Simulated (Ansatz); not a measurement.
Molecule: isobutene, C4H8, charge 0, multiplicity 1. 
Structure (B3LYP-D3(BJ)/def2-TZVP (Ansatz, a program for electronic structure) minimum search):
```
C
C 1 1.3301
H 2 1.0831 1 121.53
H 2 1.0831 3 116.94 1 -180.00
C 1 1.5018 2 122.22 3 0.00
H 5 1.0896 1 111.83 2 0.00
H 5 1.0944 6 108.38 1 122.37
H 5 1.0944 6 108.38 7 115.25
C 1 1.5018 2 122.22 3 -180.00
H 9 1.0896 1 111.83 2 0.00
H 9 1.0944 10 108.38 1 122.37
H 9 1.0944 10 108.38 11 115.25
```
Charge 0, spin multiplicity 1.

Quantity: atomisation energy (electronic, to ground-state atoms), in eV. Cores are frozen in the correlated levels unless marked. Open shells are spin-unrestricted. Spin-orbit coupling is left out. Non-relativistic. The coupled-cluster limit lacks core correlation, which all-electron functionals hold. CBS marks a two-point X^-3 extrapolation of the correlation energy; Hartree-Fock from the larger set. The bracket is a focal-point correction in the basis named.

```json
[
 {"level": "HF/6-31G*", "program": "Ansatz", "atomisation energy (eV)": "38.12"}
]
```

Predict the RI-MP2/CBS(cc-pVTZ,cc-pVQZ)+[CCSD(T)-MP2]/cc-pVTZ result (Ansatz).

50.20 eV
